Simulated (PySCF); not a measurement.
Here is a computed PBE0-D3(BJ)/def2-SVP geometry (Å):
```
atom  x, y, z in Å
C1     0.4804   -0.1608    0.6818
C2    -0.3461    0.1065   -0.5526
Cl3    0.3847   -0.7041   -1.9617
Cl4   -0.4197    1.8594   -0.8680
Cl5   -2.0016   -0.5104   -0.3237
H6     0.5239   -1.2436    0.8644
H7     0.0199    0.3393    1.5446
H8     1.4966    0.2280    0.5315
```

Neutral, closed shell.

(1) Read off the bonds between heavy atoms and their formal orders.

(2) Which species is it?

(3) Name the point group.

(4) Describe the place of each heavy atom.

(5) What is the arrangement about C1?

(6) What is the arrangement about C2?

Answers

(1) C1–C2 1.51 Å (single); C2–Cl3 1.78 Å (single); C2–Cl4 1.78 Å (single); C2–Cl5 1.78 Å (single). Bonds to hydrogen (Å): C1–H6 1.10; C1–H7 1.10; C1–H8 1.10.

(2) `CC(Cl)(Cl)Cl`, C2H3Cl3.

(3) C3v (every atom within 0.08 Å of its image).

(4) C1: methyl carbon; C2: CCl3 carbon; Cl3/Cl4/Cl5: chlorine of a CCl3 group.

(5) It has 4 neighbours (C2, H6, H7, H8) and is tetrahedral (angles from 109.4° to 109.6°).

(6) It has 4 neighbours (C1, Cl3, Cl4, Cl5) and is tetrahedral (angles from 108.9° to 110.0°).
